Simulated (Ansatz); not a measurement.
# Molecular dynamics, step by step

SiNH6F (SMILES F.[SiH3]N), singlet, PBE0-D4/STO-3G (Ansatz 0.2.0). Settings (timestep in fs, temperature in K; T counts 21 degrees of freedom):

```yaml
hamiltonian: {xc: pbe0, dispersion: d4}
md: {n_steps: 80, timestep: 0.25, temperature: 300, ensemble: nve, seed: 356, initial_velocities: maxwell_boltzmann}
```

Start (the SMILES describes the start alone):

```
atom    x (Å)    y (Å)    z (Å)
  F1  -0.7345   0.5738  -2.4337
  H2  -0.6826   0.5741  -1.4799
 Si3   0.6922  -0.6286   0.6077
  N4  -0.5538   0.5390   0.2056
  H5   0.2558  -1.9330   0.0588
  H6   1.9441  -0.1624  -0.0315
  H7   0.9169  -0.7682   2.0727
  H8  -0.3533   1.4957   0.4695
  H9  -1.4848   0.3095   0.5309
```

```csv
step,time (fs),potential energy less the start (meV),kinetic energy (meV),T (K)
0,0.00,0.0,271.4,300
5,1.25,-35.8,306.9,339
10,2.50,-68.5,339.2,375
15,3.75,6.3,264.8,293
20,5.00,73.9,197.5,218
25,6.25,55.5,215.5,238
30,7.50,52.9,218.0,241
35,8.75,98.7,172.6,191
40,10.00,68.8,202.3,224
45,11.25,42.2,228.6,253
50,12.50,92.8,178.5,197
55,13.75,92.7,178.7,198
60,15.00,-18.2,289.2,320
65,16.25,-91.5,362.3,400
70,17.50,-49.4,320.6,354
75,18.75,-28.3,299.6,331
80,20.00,-53.3,324.3,358
```

Step 15, positions (Å) and forces (eV/Å):

```json
{"atom": "F1", "x": "-0.748", "y": "0.580", "z": "-2.455", "Fx": "0.511", "Fy": "-0.093", "Fz": "1.937"}
{"atom": "H2", "x": "-0.563", "y": "0.546", "z": "-1.421", "Fx": "-0.752", "Fy": "0.181", "Fz": "-2.120"}
{"atom": "Si3", "x": "0.688", "y": "-0.629", "z": "0.623", "Fx": "1.357", "Fy": "-0.275", "Fz": "0.091"}
{"atom": "N4", "x": "-0.543", "y": "0.528", "z": "0.197", "Fx": "-0.909", "Fy": "0.795", "Fz": "0.337"}
{"atom": "H5", "x": "0.295", "y": "-1.845", "z": "0.000", "Fx": "-0.155", "Fy": "-0.630", "Fz": "0.031"}
{"atom": "H6", "x": "1.892", "y": "-0.141", "z": "-0.016", "Fx": "-0.060", "Fy": "-0.041", "Fz": "0.148"}
{"atom": "H7", "x": "0.966", "y": "-0.788", "z": "2.043", "Fx": "-0.247", "Fy": "-0.020", "Fz": "-0.139"}
{"atom": "H8", "x": "-0.265", "y": "1.499", "z": "0.510", "Fx": "-0.745", "Fy": "-0.587", "Fz": "-0.028"}
{"atom": "H9", "x": "-1.507", "y": "0.282", "z": "0.579", "Fx": "1.000", "Fy": "0.671", "Fz": "-0.257"}
```

Step 30, positions (Å) and forces (eV/Å):

```csv
atom,x,y,z,Fx,Fy,Fz
F1,-0.758,0.586,-2.468,-0.164,0.033,-1.574
H2,-0.524,0.539,-1.527,-0.092,0.057,1.581
Si3,0.689,-0.630,0.639,0.202,-0.591,-1.008
N4,-0.537,0.522,0.190,0.394,1.348,0.015
H5,0.321,-1.823,-0.047,-0.116,-0.655,0.176
H6,1.839,-0.121,0.016,1.049,0.363,-0.342
H7,0.985,-0.812,2.004,-0.090,-0.210,1.126
H8,-0.256,1.470,0.556,-0.438,-0.302,-0.225
H9,-1.454,0.322,0.612,-0.744,-0.044,0.251
```

Step 45, positions (Å) and forces (eV/Å):

| atom | x | y | z | Fx | Fy | Fz |
| --- | --- | --- | --- | --- | --- | --- |
| F1 | -0.769 | 0.591 | -2.488 | 0.387 | -0.073 | 0.581 |
| H2 | -0.515 | 0.543 | -1.509 | -0.672 | 0.183 | -0.599 |
| Si3 | 0.692 | -0.635 | 0.650 | 1.537 | -1.199 | -0.767 |
| N4 | -0.532 | 0.526 | 0.184 | -1.313 | -0.061 | 0.465 |
| H5 | 0.333 | -1.875 | -0.066 | 0.200 | 0.528 | 0.720 |
| H6 | 1.891 | -0.069 | 0.020 | -0.363 | -0.344 | 0.427 |
| H7 | 0.984 | -0.857 | 2.075 | -0.422 | 0.108 | -0.477 |
| H8 | -0.292 | 1.437 | 0.587 | 0.534 | 1.262 | 0.112 |
| H9 | -1.457 | 0.362 | 0.659 | 0.112 | -0.404 | -0.462 |

Last step (80):

F1  (-0.788, 0.603, -2.531)
H2  (-0.741, 0.623, -1.515)
Si3  (0.722, -0.657, 0.668)
N4  (-0.544, 0.558, 0.191)
H5  (0.401, -1.922, 0.084)
H6  (1.919, -0.100, 0.189)
H7  (0.807, -0.890, 2.057)
H8  (-0.279, 1.470, 0.545)
H9  (-1.465, 0.301, 0.611)
(Å)

Hardware: 4 CPU threads of an Intel Xeon Platinum 8259CL, shared host. Wall time about 27 s.
